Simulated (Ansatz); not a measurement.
fcc Ni, treated with PBE-D3(BJ) in Ansatz (PAW).

Settings: plane-wave cutoff 520 eV, 26×26×26 k mesh, Fermi–Dirac smearing 0.05 eV, spin-polarised with parallel moments, scalar-relativistic PAW data made under PBE.

Equation-of-state points:

```json
[
 {"V (Å³/atom)": "9.889", "E − E_lowest (meV/atom)": "28.96", "P (GPa)": "15.65"},
 {"V (Å³/atom)": "10.099", "E − E_lowest (meV/atom)": "12.33", "P (GPa)": "9.79"},
 {"V (Å³/atom)": "10.310", "E − E_lowest (meV/atom)": "2.95", "P (GPa)": "4.60"},
 {"V (Å³/atom)": "10.520", "E − E_lowest (meV/atom)": "0.00", "P (GPa)": "-0.01"},
 {"V (Å³/atom)": "10.731", "E − E_lowest (meV/atom)": "2.75", "P (GPa)": "-4.09"},
 {"V (Å³/atom)": "10.941", "E − E_lowest (meV/atom)": "10.55", "P (GPa)": "-7.70"},
 {"V (Å³/atom)": "11.151", "E − E_lowest (meV/atom)": "22.78", "P (GPa)": "-10.86"}
]
```

Task: Estimate the bulk modulus and its pressure derivative from these points.

Result: V0 = 10.520 Å³/atom, B0 = 217 GPa, B′ = 5.1 (fit to the energies at full precision).

Measured, for comparison: bulk modulus 192 GPa (0 K value with the zero-point phonon effect removed, our sources range from 186 to 195; as tabulated in Mejia-Rodriguez and Trickey (2018), arXiv:1807.09216); equilibrium volume per atom 10.79 Å³/atom (static lattice: zero-point anharmonic expansion removed; as tabulated in Mejia-Rodriguez and Trickey (2018), arXiv:1807.09216). Computed (rounded) less measured: bulk modulus +13 % (+11 % to +17 % over the range), equilibrium volume per atom -2.5 %.

The computed numbers hold no vibrational or temperature effects.

Computing time: very roughly 2.1 core-minutes.

Ansatz is a program for electronic structure.
